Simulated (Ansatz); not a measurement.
# Worked example: the enthalpy of formation of H2S2 (SMILES SS)

H2S2 has 4 atoms, charge 0, and is taken as a singlet. SMILES: `SS`. Geometry: relaxed at PBE0-D4/def2-TZVP.

Total energies at r2SCAN0/def2-TZVPP (Ansatz 0.2.0); the atoms run unrestricted:

```tsv
species	state	energy (Eh)
H2S2	singlet	-797.545204
S	triplet	-398.083481
H	doublet	-0.499870
```

Harmonic wavenumbers at PBE0-D4/def2-TZVP, in cm⁻¹: 465, 536, 906, 908, 2662, 2665.

Measured heats of formation of the gaseous atoms at 298.15 K, in kJ/mol: S 277.0, H 218.0. Spin-orbit lowering of the atoms at 298 K (mean of the ground term's levels less their thermal mean, from spectra), in kJ/mol: S 1.88. Take 1 Eh = 2625.50 kJ/mol, 1 cm⁻¹ = 0.0119627 kJ/mol, RT = 2.479 kJ/mol.

**Question.** Work out the heat of formation of the gas at 298 K.

**Answer.** 
1. Electronic atomisation energy: 2 × (-398.083481) + 2 × (-0.499870) − (-797.545204) = 0.378502 Eh = 993.8 kJ/mol.
2. Zero-point energy: half the sum of the wavenumbers, 4071 cm⁻¹ = 48.7 kJ/mol.
3. Thermal vibrational enthalpy, Σ hcν̃/(exp(hcν̃/kT) − 1): 1.5 kJ/mol. Translation, rotation and pV of a non-linear molecule: 4 RT = 9.9 kJ/mol.
4. The 4 free atoms carry 5/2 RT each: 24.8 kJ/mol.
5. Spin-orbit coupling lowers the free atoms by 2 × 1.88 = 3.8 kJ/mol.
6. Atomisation enthalpy at 298 K: 993.8 − 3.8 − 48.7 − 1.5 − 9.9 + 24.8 = 954.7 kJ/mol.
7. Sum of the atoms' heats of formation: 990.0 kJ/mol. Heat of formation: 990.0 − 954.7 = +35.3 kJ/mol.

The tabulated value is +15.5 kJ/mol (CRC Handbook of Chemistry and Physics), so this level is off by +19.8 kJ/mol, or 2.0 % of the atomisation enthalpy. Anharmonicity and any spin-orbit splitting of the molecule are left out.
